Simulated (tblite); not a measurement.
C4H7N2 (doublet state).
Bonds: C1–C2 (double), C2–C3, C3–N4 (double), C3–C5, C5–N6. Hydrogens: H7, H8 on C1; H9 on C2; H10, H11 on C5; H12, H13 on N6.

Computed geometry: GFN2-xTB, gas phase. This method treats the open shell by occupation alone, without spin polarisation.

Task: List the bond lengths, angles and torsions at this level.

Result: 
| bond | length (Å) | order |
| --- | --- | --- |
| C1=C2 | 1.323 | double |
| C2–C3 | 1.479 | single |
| C3=N4 | 1.225 | double |
| C3–C5 | 1.553 | single |
| C5–N6 | 1.440 | single |
| C1–H7 | 1.077 | single |
| C1–H8 | 1.078 | single |
| C2–H9 | 1.081 | single |
| C5–H10, C5–H11 | 1.096 | single |
| N6–H12, N6–H13 | 1.012 | single |

Bonds in one row agree within 0.01 Å and their mean is given. Orders are formal, as drawn. A selection of angles:
| angle | degrees |
| --- | --- |
| C2–C1–H7 | 121.5 |
| C2–C1–H8 | 121.4 |
| H7–C1–H8 | 117.1 |
| C1–C2–C3 | 123.2 |
| C1–C2–H9 | 122.8 |
| C3–C2–H9 | 114.1 |
| C2–C3–N4 | 126.4 |
| C2–C3–C5 | 111.6 |
| N4–C3–C5 | 122.1 |
| C3–C5–N6 | 109.8 |
| C3–C5–H10 | 107.4 |
| C3–C5–H11 | 106.3 |
| N6–C5–H10 | 114.7 |
| N6–C5–H11 | 109.3 |
| H10–C5–H11 | 109.1 |
| C5–N6–H12 | 111.5 |
| H12–N6–H13 | 109.5 |

Torsions: C1–C2–C3–N4 13° (synperiplanar); C2–C3–C5–N6 -49° (synclinal). The mirror-image conformer, all signs reversed, is as good.

The C–N distances run from 1.225 Å (C3=N4, drawn double) to 1.440 Å (C5–N6, drawn single), a spread of 0.215 Å. C2 (carbon bonded to 2 C and H) is planar (angles 123.2°, 122.8° and 114.1°, sum 360.0°, 0.00 Å off the plane of its three neighbours). C3 (carbon bonded to 2 C and N) is planar (angles 126.4°, 122.1° and 111.6°, sum 360.0°, 0.00 Å off the plane of its three neighbours). Of the pairs four or more bonds apart, N6···H9 is among the closest relative to their van der Waals radii: 2.38 Å, 86 % of the sum of Bondi's values. N6 (nitrogen bonded to C and 2 H) is pyramidal (angles 112.4°, 111.5° and 109.5°, sum 333.4°, 0.34 Å off the plane of its three neighbours). The 3 C–C bonds span 1.323 Å (C1=C2, drawn double) to 1.553 Å (C3–C5, drawn single), a spread of 0.230 Å. C1 (carbon bonded to C and 2 H) is planar (angles 121.5°, 121.4° and 117.1°, sum 360.0°, 0.00 Å off the plane of its three neighbours).

Point group: C1 (no symmetry element, even within 0.4 Å). Its GFN2-xTB frequencies are all real (lowest 46 cm⁻¹). Torsions: C1–C2–C3–N4 13°, C2–C3–C5–N6 -49°, C3–C5–N6–H -78° and 158°. 2 starts were optimised and ended at 0.00 and 0.03 kcal/mol (GFN2-xTB); the lowest of these is shown.

Time: 0.34 s. Hardware: an Arm Neoverse V1 with one thread, shared host with 64 logical CPUs at a one-minute load of 19. These figures are those of the optimisation.
